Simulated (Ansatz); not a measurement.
System: zinc-blende MgS (metastable phase). Method: PBE0-D3(BJ) (PAW; Ansatz, a quantum-chemistry and plane-wave program).

Numerical settings: plane-wave cutoff 460 eV, 8×8×8 k mesh, Fermi–Dirac smearing 0.01 eV, scalar-relativistic PAW data made under PBE.

The cell is scaled about its equilibrium volume:

| V (Å³/atom) | P (GPa) | direct gap at Γ (eV) |
|---|---|---|
| 20.751 | 3.68 | 5.704 |
| 21.297 | 1.73 | 5.556 |
| 21.729 | 0.35 | 5.443 |
| 22.389 | -1.52 | 5.278 |
| 22.678 | -2.25 | 5.208 |
| 22.935 | -2.86 | 5.148 |

A straight line through the gaps at Γ against ln V gives a volume deformation potential dE_g(Γ)/d ln V of -5.6 eV: the gap at Γ widens under compression.

Measured, for comparison: band gap 4.78 ± 0.1 eV (temperature not stated, extrapolated in composition from an alloy gap of 4.19 eV, direct; extrapolated from a Zn0.2Mg0.8S0.645Se0.355 epilayer; as tabulated in Lucero et al. (2012), arXiv:1111.4515).
